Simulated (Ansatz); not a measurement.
Input (CCSDT(Q)/aug-cc-pV(T+d)Z; Ansatz, an electronic-structure program): A basis named .json is the Basis Set Exchange file of that set.

Ansatz 0.2 input:
```yaml
crystal:
  periodic: [false, false, false]
  atoms:
    - {symbol: Si, position_ang: [0.13481390, -0.00182868, 0.00000152]}
    - {symbol: H, position_ang: [-0.95884006, -1.10354087, 0.01036727]}
    - {symbol: H, position_ang: [-0.92855461, 1.12914243, -0.01038861]}
basis:
  gaussian:
    orbitals: aug-cc-pV_T+d_Z.json
total_charge: -1
magnetization: {spin_polarized: true, initial_magnetization: 1}
correlation: {method: ccsdt_q, electrons: outside_noble_gas}
```

Output:

```
integrals: 0.28 GiB planned
1183 factors; integrals over basis functions are off by at most 1.9e-7 eV
mean field: 0.25 GiB planned
mean field evaluation 1: about -7891.8995 eV, gradient 7.5e0 eV
mean field evaluation 2: about -7891.8999 eV, gradient 7.5e0 eV
mean field evaluation 4: about -7892.7180 eV, gradient 1.2e0 eV
mean field evaluation 8: about -7892.7582 eV, gradient 2.8e-3 eV
mean field evaluation 16: about -7892.7563 eV, gradient 2.0e-1 eV
mean field evaluation 32: about -7888.6765 eV, gradient 4.3e0 eV
mean field evaluation 64: about -7889.8518 eV, gradient 2.7e-2 eV
mean field evaluation 96: about -7889.8499 eV, gradient 1.1e0 eV
mean field evaluation 128: about -7891.3373 eV, gradient 1.0e0 eV
mean field evaluation 160: about -7885.2251 eV, gradient 8.6e-3 eV
mean field evaluation 192: about -7891.2586 eV, gradient 4.0e-2 eV
mean field evaluation 224: about -7890.5754 eV, gradient 2.2e-2 eV
mean field evaluation 256: about -7890.4766 eV, gradient 3.0e-1 eV
mean field evaluation 288: about -7890.1656 eV, gradient 2.0e0 eV
mean field evaluation 320: about -7889.9528 eV, gradient 3.9e-4 eV
mean field evaluation 352: about -7889.9538 eV, gradient 3.6e-2 eV
mean field evaluation 384: about -7889.1464 eV, gradient 2.0e-1 eV
mean field evaluation 416: about -7891.2584 eV, gradient 7.3e-2 eV
mean field evaluation 448: about -7890.7119 eV, gradient 1.0e0 eV
mean field evaluation 480: about -7890.3231 eV, gradient 3.2e0 eV
mean field evaluation 512: about -7890.2646 eV, gradient 2.3e-3 eV
mean field evaluation 544: about -7889.8609 eV, gradient 2.3e-2 eV
mean field evaluation 576: about -7888.9029 eV, gradient 2.3e0 eV
mean field evaluation 608: about -7889.2709 eV, gradient 2.1e-1 eV
mean field evaluation 640: about -7889.1079 eV, gradient 2.2e-1 eV
mean field evaluation 672: about -7889.0780 eV, gradient 1.9e0 eV
mean field evaluation 704: about -7888.9014 eV, gradient 8.1e-1 eV
mean field evaluation 736: about -7888.9497 eV, gradient 1.1e-2 eV
mean field evaluation 768: about -7889.8508 eV, gradient 6.3e-2 eV
mean field -7892.75821884 eV, -290.0535146387 hartree, gradient 9.5e-6 eV, S^2 0.776185; 18 other end points of the search recorded, 0 dependent functions left out
determinant -7892.75821884 eV, -290.0535146387 hartree, with singles and doubles -7897.02832440 eV, -290.2104381237 hartree
determinant -7891.25862989 eV, -289.9984057612 hartree, with singles and doubles -7895.30043380 eV, -290.1469393153 hartree
determinant -7890.65489591 eV, -289.9762189467 hartree, with singles and doubles -7894.89829016 eV, -290.1321608090 hartree
determinant -7890.58625045 eV, -289.9736962725 hartree, with singles and doubles -7894.61687221 eV, -290.1218188900 hartree
determinant -7890.57533265 eV, -289.9732950510 hartree, with singles and doubles -7893.98330325 eV, -290.0985356603 hartree
determinant -7890.40307060 eV, -289.9669645374 hartree, with singles and doubles -7894.43427351 eV, -290.1151085117 hartree
determinant -7890.26461508 eV, -289.9618763909 hartree, with singles and doubles -7894.28460651 eV, -290.1096083510 hartree
determinant -7889.95283229 eV, -289.9504185844 hartree, with singles and doubles -7893.33659751 eV, -290.0747696627 hartree
determinant -7889.91699342 eV, -289.9491015304 hartree, with singles and doubles -7894.10166998 eV, -290.1028855573 hartree
determinant -7889.86091016 eV, -289.9470405084 hartree, with singles and doubles -7893.57207590 eV, -290.0834233339 hartree
determinant -7889.84963497 eV, -289.9466261532 hartree, with singles and doubles -7893.62067453 eV, -290.0852093008 hartree
determinant -7889.59620566 eV, -289.9373127977 hartree, with singles and doubles -7893.10217904 eV, -290.0661549429 hartree
determinant -7889.27690759 eV, -289.9255788099 hartree, with singles and doubles -7893.05159115 eV, -290.0642958723 hartree
5 core orbitals not correlated
reference -7892.75821884 eV, -290.0535146387 hartree; 4, 3 occupied and 92, 93 virtual orbitals, 1183 factors
second order -3.45804595 eV of doubles, -0.00000000 eV of singles
coupled cluster: 2.07 GiB planned
cycle   1  -3.94578376 eV  change   -4.9e-1 eV  update   7.5e-2
cycle   2  -4.30939845 eV  change   -3.6e-1 eV  update   3.5e-2
cycle   3  -4.36000950 eV  change   -5.1e-2 eV  update   1.5e-2
cycle   4  -4.35217725 eV  change    7.8e-3 eV  update   6.4e-3
cycle   5  -4.35443768 eV  change   -2.3e-3 eV  update   2.7e-3
cycle   6  -4.35483182 eV  change   -3.9e-4 eV  update   1.2e-3
cycle   7  -4.35421655 eV  change    6.2e-4 eV  update   5.9e-4
cycle   8  -4.35437781 eV  change   -1.6e-4 eV  update   3.0e-4
cycle   9  -4.35467715 eV  change   -3.0e-4 eV  update   1.4e-4
cycle  10  -4.35456232 eV  change    1.1e-4 eV  update   6.8e-5
cycle  11  -4.35454909 eV  change    1.3e-5 eV  update   3.6e-5
cycle  12  -4.35454573 eV  change    3.4e-6 eV  update   1.6e-5
cycle  13  -4.35456075 eV  change   -1.5e-5 eV  update   9.3e-6
cycle  14  -4.35456983 eV  change   -9.1e-6 eV  update   4.3e-6
cycle  15  -4.35457146 eV  change   -1.6e-6 eV  update   2.1e-6
cycle  16  -4.35457065 eV  change    8.1e-7 eV  update   1.2e-6
cycle  17  -4.35456983 eV  change    8.2e-7 eV  update   6.9e-7
cycle  18  -4.35456933 eV  change    4.9e-7 eV  update   4.3e-7
perturbative correction -0.00723605 eV, -0.0002659200 hartree
Total energy: -7897.12002423 eV, -290.2138080301 hartree
```
